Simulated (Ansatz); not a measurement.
Molecule: C4H7, net charge 0, doublet state. It need not be the lowest isomer of its formula. SMILES: CC(=[CH])C
Structure (B3LYP-D3(BJ)/def2-TZVP (Ansatz, a quantum-chemistry and plane-wave program) minimum search):
```xyz
11

C      0.0051    -0.0033     1.4978
C      0.0006     0.0247     0.1893
H      0.0103    -0.7489     2.2776
C     -0.0064     1.3118    -0.5953
H     -0.0071     2.1803     0.0604
H      0.8706     1.3657    -1.2469
H     -0.8883     1.3598    -1.2408
C      0.0020    -1.2451    -0.6366
H      0.0071    -2.1375    -0.0126
H     -0.8809    -1.2769    -1.2815
H      0.8806    -1.2710    -1.2875
```
Charge 0, spin multiplicity 2.

Computed values are from Ansatz. Valence correlation only, unless marked. UHF or UKS for open shells. Spin-orbit coupling is left out. Non-relativistic. CBS marks a two-point X^-3 extrapolation of the correlation energy; Hartree-Fock from the larger set. The bracket is a focal-point correction in the basis named.

atomisation energy De: 1037.6 kcal/mol at RI-MP2/CBS(cc-pVTZ,cc-pVQZ)+[CCSD(T)-MP2]/cc-pVDZ
total energy: -156.3177 Eh at RI-MP2/CBS(cc-pVTZ,cc-pVQZ)+[CCSD(T)-MP2]/cc-pVDZ
dipole moment: 1.05 D at wB97M-V/def2-TZVPD
T1 diagnostic: 0.028 at CCSD/aug-cc-pVDZ

The UHF reference is spin-contaminated (<S^2> 0.17 over the pure value in the largest basis).
